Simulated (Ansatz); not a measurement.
A structure drawn as `C=CN=CS`, with this starting geometry:

Cartesian coordinates in Å:
```
C -0.984 -0.584 -1.899
C -0.212 -0.505 -0.804
N -0.257 0.558 0.071
C 0.519 0.395 1.167
S 0.513 1.731 2.291
H -1.664 0.310 -2.084
H -0.940 -1.357 -2.582
H 0.472 -1.361 -0.587
H 1.157 -0.394 1.313
H 1.395 1.208 3.113
```

Charge 0, multiplicity 1.

(1) Relax it with Ansatz at PBE-D4/def2-SVP and then PBE0-D4/def2-TZVP. Is the drawn bonding still there?

(2) Give the relaxed structure. (Estimate.)

Atoms count as bonded under 1.1 times the sum of their covalent radii (H–H under 0.85 Å, pairs among N, O and F under 1.55 Å), and a drawn bond as lost past 1.3 times.

Results:

(1) Yes, every drawn bond is still there and no new one forms.

(2) The calculation gave: 
Z-matrix (Å, degrees):
```
C
C 1 1.330
H 1 1.083 2 120.5
H 1 1.082 2 120.9 3 180.0
N 2 1.387 1 121.8 3 -0.0
H 2 1.094 1 120.5 3 180.0
C 5 1.265 2 117.8 1 180.0
S 7 1.742 5 120.1 2 -180.0
H 7 1.097 5 123.8 2 -0.0
H 8 1.342 7 95.7 5 180.0
```
All modes are real.
